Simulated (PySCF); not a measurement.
# Two structures, one formula

The two ends of one reaction step of BH4ClO, closed shell (PBE0-D4/def2-TZVP).

A:

B1  (-1.102, -0.456, 0.019)
Cl2  (2.743, 0.845, 0.989)
H3  (-2.055, -0.643, -0.683)
H4  (-1.058, -0.769, 1.169)
H5  (1.622, 0.541, 0.418)
O6  (0.004, 0.140, -0.489)
H7  (-0.063, 0.382, -1.417)
(Å)

B:

```csv
atom,x (Å),y (Å),z (Å)
B1,-0.2786,-0.3947,0.5057
Cl2,1.2020,-1.4568,0.2374
H3,-1.2988,-0.9221,0.1675
H4,-0.2510,0.1894,1.5503
H5,0.7546,1.2383,-0.4379
O6,-0.1001,0.8152,-0.6026
H7,-0.0374,0.4042,-1.4764
```

PySCF 2.14 with density fitting (its default auxiliary sets; JK sets also for MP2 and CCSD(T)); basis: def2-TZVPP; cores frozen in the correlated methods. B3LYP uses VWN-RPA correlation.

**Question.** Which structure is lower at CCSD(T), and by how much? (Judge from chemistry; the value comes from the calculation.)

**Answer.** Computed: A, by 0.113 eV (electronic energy, against the other). By their contacts, A is a complex of BH₃O ([BH2][OH]) + HCl and B is BH₄ClO ([OH2][BH2][Cl]).

**Question.** Do the other methods give the same order? (Judge from chemistry; the calculation decides.)

**Answer.** Computed: Not all: SPW92 gives the other order.

```json
{"method": "SPW92", "E(B) − E(A) (eV)": "-0.179"}
{"method": "PBE-D4", "E(B) − E(A) (eV)": "0.038"}
{"method": "r2SCAN-D4", "E(B) − E(A) (eV)": "0.030"}
{"method": "PBE0-D4", "E(B) − E(A) (eV)": "0.008"}
{"method": "B3LYP-D4", "E(B) − E(A) (eV)": "0.203"}
{"method": "BHLYP-D4", "E(B) − E(A) (eV)": "0.183"}
{"method": "wB97M-V", "E(B) − E(A) (eV)": "0.066"}
{"method": "HF", "E(B) − E(A) (eV)": "0.379"}
{"method": "MP2", "E(B) − E(A) (eV)": "0.058"}
{"method": "CCSD", "E(B) − E(A) (eV)": "0.148"}
{"method": "CCSD(T)", "E(B) − E(A) (eV)": "0.113"}
```

T1 diagnostic: at most 0.012.

Labels in which every atom is bracketed show which atoms are joined, not bond orders.

For scale, one of the runs: CCSD(T)/def2-TZVPP, 160 basis functions, launched by `OMP_NUM_THREADS=4 python run.py`. Time: 110 s of wall clock on 4 CPU threads of an Arm Neoverse V2; the host was shared. Peak host memory: 1.2 GiB.
